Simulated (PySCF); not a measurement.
Converging NaP⁺ in the basis (PBE0)

PySCF, UKS reference; quartet, unpaired electrons σ ↑, π ↑↑; De to Na⁺ + P without counterpoise correction.

| basis | relativity | functions | Re (Å) | ωe (cm⁻¹) | De (eV) | μ (D) |
| --- | --- | --- | --- | --- | --- | --- |
| def2-SVP | no relativity | 33 | 3.119 | 120 | 0.27 | -6.94 |
| pcseg-2 | no relativity | 53 | 3.041 | 132 | 0.23 | -6.67 |
| aug-cc-pVDZ/aug-cc-pV(D+d)Z | no relativity | 59 | 3.097 | 121 | 0.25 | -6.61 |

How does each smaller set differ from the one with most functions, aug-cc-pVDZ/aug-cc-pV(D+d)Z?

def2-SVP: +2.2 pm, -0.8 % in ωe, +0.02 eV in De; pcseg-2: -5.6 pm, +9.1 % in ωe, -0.02 eV in De. All at PBE0; the set with most functions is neither the basis-set limit nor always the best.

A positive dipole points towards P; it is taken about the centre of mass and depends on that origin. The bond is weak. Basis-set superposition, not corrected here, can be much of De in a small basis, most of all at correlated wavefunction levels. For an ion De counts to the pair picked by the measured ionisation energies or electron affinities, which need not be the lowest pair at this level. The state was picked by a PBE0 search and need not be the measured ground state.
